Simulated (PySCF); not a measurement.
**NO₂⁻: singlet, from a end-on start**

Aim: relax NO₂⁻ as a singlet from a end-on start, check by its vibrations whether the end is a minimum, and collect its spectrum and constants.

Computed with PySCF 2.14.0. Level: BHandHLYP, basis N def2-TZVPP, O def2-TZVPP, no relativity, density fitting.

## 1. Where the work starts

3 atoms, charge -1, spin multiplicity 1.

Bond lengths: N1–O2 1.380 Å, O2–O3 1.445 Å. Angles: N1–O2–O3 119.9°.

```xyz
3
charge -1 multiplicity 1
N     0.0000    0.0000    0.0000
O     0.0000    0.0000    1.3802
O     1.2528    0.0000    2.1002
```

## 2. The SCF at the typed geometry

One driver script runs all steps and calls PySCF; scf.py shows how it sets up the SCF of each step. The optimiser is the driver's own. The state is first sought with PBE0. After this first run the driver tries any further starts and a stability analysis.

scf.py

```python
from pyscf import gto, scf, dft
mol = gto.M(atom='''
N      0.000000     0.000000     0.000000
O      0.000000     0.000000     1.380200
O      1.252800     0.000000     2.100200''',
    basis={'N': 'def2-TZVPP', 'O': 'def2-TZVPP'},
    charge=-1, spin=0)
mf = dft.RKS(mol, xc='PBE0')
mf.grids.atom_grid = (50, 194)
aux = {'N': 'def2-universal-JKFIT', 'O': 'def2-universal-JKFIT'}
mf = mf.density_fit(auxbasis=aux)
mf.conv_tol = 1e-08
mf.diis_space = 10
mf.max_cycle = 60
mf.init_guess = 'minao'
mf.verbose = 4
mf.kernel()
```

Command:

```bash
$ OMP_NUM_THREADS=2 python axn.py task.json out
```

The log of the run:

```text
init E= -204.766197538798
  HOMO = -0.21917084061851  LUMO = -0.160300922724396  gap/eV = 1.60193
cycle= 1 E= -204.626422235427  delta_E= 0.14  |g|= 0.995  |ddm|= 1.62
  HOMO = 0.238503067389352  LUMO = 0.295657294732804  gap/eV = 1.55525
cycle= 2 E= -200.728276048433  delta_E=  3.9  |g|= 3.92  |ddm|= 3.39
  HOMO = 0.0486594585652088  LUMO = 0.165129405051815  gap/eV = 3.16931
cycle= 3 E= -204.802311932351  delta_E= -4.07  |g|= 0.491  |ddm|=  3.1
  HOMO = 0.00200027843971191  LUMO = 0.113214655524963  gap/eV = 3.02630
cycle= 4 E= -204.827220574183  delta_E= -0.0249  |g|= 0.342  |ddm|= 0.37
  HOMO = -0.00611588420210025  LUMO = 0.120242882945526  gap/eV = 3.43840
cycle= 5 E= -204.84143283174  delta_E= -0.0142  |g|= 0.165  |ddm|= 0.199
  HOMO = 0.00947323233999486  LUMO = 0.132770389892293  gap/eV = 3.35509
cycle= 6 E= -204.847155471813  delta_E= -0.00572  |g|= 0.0374  |ddm|= 0.0865
  HOMO = 0.0076874253547904  LUMO = 0.131340568074108  gap/eV = 3.36477
cycle= 7 E= -204.847448254897  delta_E= -0.000293  |g|= 0.0137  |ddm|= 0.0348
  HOMO = 0.00719479443894258  LUMO = 0.130992031346011  gap/eV = 3.36869
cycle= 8 E= -204.847484448872  delta_E= -3.62e-05  |g|= 0.00557  |ddm|= 0.00613
  HOMO = 0.00691691059094401  LUMO = 0.130845874031962  gap/eV = 3.37228
cycle= 9 E= -204.847491342566  delta_E= -6.89e-06  |g|= 0.00137  |ddm|= 0.00349
  HOMO = 0.00689882477563553  LUMO = 0.130881242515883  gap/eV = 3.37373
cycle= 10 E= -204.847491786298  delta_E= -4.44e-07  |g|= 0.00026  |ddm|= 0.00127
  HOMO = 0.00688923944565199  LUMO = 0.130879363486152  gap/eV = 3.37394
cycle= 11 E= -204.847491801891  delta_E= -1.56e-08  |g|= 1.33e-05  |ddm|= 0.000214
  HOMO = 0.00688975726281756  LUMO = 0.130879465875658  gap/eV = 3.37393
cycle= 12 E= -204.847491801925  delta_E= -3.42e-11  |g|= 5.65e-06  |ddm|= 1.4e-05
  HOMO = 0.00688868087244208  LUMO = 0.130878832037155  gap/eV = 3.37394
Extra cycle  E= -204.847491801828  delta_E= 9.69e-11  |g|= 2.16e-05  |ddm|= 1.59e-05
converged SCF energy = -204.847491801828
```

This step, with its further starts and checks, needed 5.7 s of wall time on 2 threads of Arm Neoverse V1, shared host.

The starts that the driver tried:

```
                      start  energy (Eh)
    the minimal-basis guess  -204.847492
a thermally smeared density  -204.847492
      a smeared PBE density  -204.847492
```

No lower closed-shell solution turned up from the other starts or in the test of internal stability.

## 3. End-on start, singlet: relaxation

The program finds Cs symmetry in the start, which this walk keeps.

scf.py: that of step 2 with these lines changed.

```diff
@@ -3,3 +3,3 @@
-N      0.000000     0.000000     0.000000
-O      0.000000     0.000000     1.380200
-O      1.252800     0.000000     2.100200''',
+N     -0.435685     0.000000    -1.210376
+O     -0.435685     0.000000     0.169824
+O      0.817115     0.000000     0.889824''',
@@ -8 +8 @@
-mf = dft.RKS(mol, xc='PBE0')
+mf = dft.RKS(mol, xc='BHANDHLYP')
@@ -15 +14,0 @@
-mf.init_guess = 'minao'
```

Energy and gradient, step by step:

```
step  energy (Eh)  change (kJ/mol)  largest symmetric gradient (Eh/bohr)
   0  -204.938379             0.00                               0.13869
   1  -204.967373           -76.12                               0.05547
   2  -204.969640           -82.08                               0.02312
   3  -204.969827           -82.57                               0.01041
   4  -204.970098           -83.28                               0.00362
   5  -204.970124           -83.34                               0.00038
   6  -204.970124           -83.34                               0.00004
```

The walk took 6.1 s.

Positions (Å) and forces (eV/Å) along the way:

```
step 0
N   -0.436   0.000  -1.210   0.197   0.000   7.132
O   -0.436   0.000   0.170   1.478   0.000  -5.954
O    0.817   0.000   0.890  -1.674   0.000  -1.177
step 1
N   -0.417   0.000  -1.075   0.522   0.000  -2.853
O   -0.401   0.000   0.086  -1.480   0.000   2.792
O    0.764   0.000   0.838   0.958   0.000   0.061
step 3
N   -0.416   0.000  -1.100   0.318   0.000   0.535
O   -0.417   0.000   0.102  -0.406   0.000  -0.272
O    0.779   0.000   0.848   0.088   0.000  -0.263
step 6
N   -0.405   0.000  -1.090   0.001   0.000   0.002
O   -0.429   0.000   0.103   0.000   0.000  -0.002
O    0.779   0.000   0.836  -0.001   0.000   0.000
```

It settles in Cs symmetry, 83.3 kJ/mol below the start, after 6 steps: N–O 1.194 Å, O–O 1.413 Å; N–O–O 120.1°.

## 4. Frequencies

The point is checked on the finer grid, and tightened if its gradient asks for it. The Hessian and the dipole derivatives come from central differences of analytic gradients, with steps of 0.02 bohr.

scf.py: that of step 3 with these lines changed.

```diff
@@ -3,3 +3,3 @@
-N     -0.435685     0.000000    -1.210376
-O     -0.435685     0.000000     0.169824
-O      0.817115     0.000000     0.889824''',
+N     -0.403587     0.000000    -1.085291
+O     -0.427410     0.000000     0.108596
+O      0.780738     0.000000     0.841544''',
@@ -9 +9 @@
-mf.grids.atom_grid = (50, 194)
+mf.grids.atom_grid = (75, 302)
@@ -12 +12 @@
-mf.conv_tol = 1e-08
+mf.conv_tol = 1e-10
```

The driver hands on the density of the step before, so the log starts near convergence.

Log of the central SCF (cycles and frontier levels):

```text
init E= -204.970130228985
  HOMO = -0.0267091730490521  LUMO = 0.22023606854092  gap/eV = 6.71972
cycle= 1 E= -204.970130228983  delta_E= 2.27e-12  |g|= 4.05e-06  |ddm|= 3.28e-06
  HOMO = -0.0267096190510304  LUMO = 0.220235413430792  gap/eV = 6.71972
Extra cycle  E= -204.970130228979  delta_E= 4.43e-12  |g|= 6.97e-06  |ddm|= 5.85e-06
converged SCF energy = -204.970130228979
```

The whole step took 18 s.

Geometry: Cs; N–O 1.194 Å, O–O 1.413 Å; N–O–O 120.1°.

Modes, for the most abundant isotopes:

```
symmetry  ω (cm⁻¹)  IR (km/mol)
      a'       661         37.7
      a'       835          152
      a'      1583         83.9
```

All wavenumbers are real: a minimum.

Properties at this point:

```
Dipole moment about the centre of mass                          : 1.61 D
Highest occupied level                                          : -0.73 eV
Lowest empty level                                              : 5.99 eV
Rotational constants                                            : 3.927, 0.4359, 0.3924 cm⁻¹
Zero-point energy                                               : 18.4 kJ/mol
Principal polarisabilities                                      : 11.3, 14.2, 36.3 bohr³
Principal traceless quadrupole moments about the centre of mass : -8.42, 2.23, 6.19 D Å
Entropy at 298.15 K and 1 bar                                   : 244.3 J/(mol K)
Heat capacity Cp at 298.15 K                                    : 39.8 J/(mol K)
Enthalpy at 298.15 K above 0 K                                  : 10.45 kJ/mol
Rotational symmetry number                                      : 1
```

Populations by atom (charges in e):

```tsv
atom	Mulliken	Löwdin	polar tensor	Mayer order to N1
N1	-0.39	-0.46	-0.52	–
O2	0.05	0.07	0.35	1.58
O3	-0.66	-0.61	-0.82	0.27
```

Outer orbital energies (eV). occupied: -21.58, -13.58, -9.14, -9.10, -7.83, -2.03, -1.87, -0.73; empty: 5.99, 10.58, 12.70, 14.10.

Mulliken populations on N1: s 3.92, p 3.41, d 0.06, f 0.01.

## 5. Would spin polarisation lower it?

At the lowest minimum the closed shell is tested against spin polarisation, on the (50, 194) grid. It is stable.

## 6. What came out

| quantity | value |
| --- | --- |
| minimum | singlet, Cs |
| geometry | N–O 1.194 Å, O–O 1.413 Å; N–O–O 120.1° |
| wavenumbers (cm⁻¹) | 661 (a'), 835 (a'), 1583 (a') |
| dipole moment (centre of mass) | 1.61 D |
| highest occupied, lowest empty level | -0.73, 5.99 eV |
| polar-tensor charge of N1 | -0.52 e |
| zero-point energy | 18.4 kJ/mol |
| entropy at 298.15 K | 244.3 J/(mol K) |

**Reading.** The end-on start keeps its Cs symmetry and ends in a minimum. The strongest infrared band lies at 835 cm⁻¹ (a'). Other starts or spin states, not run here, may lie lower. An anion needs diffuse functions, and this basis has none.

The search up to here needed 31 s of wall time on 2 threads of Arm Neoverse V1, shared host.
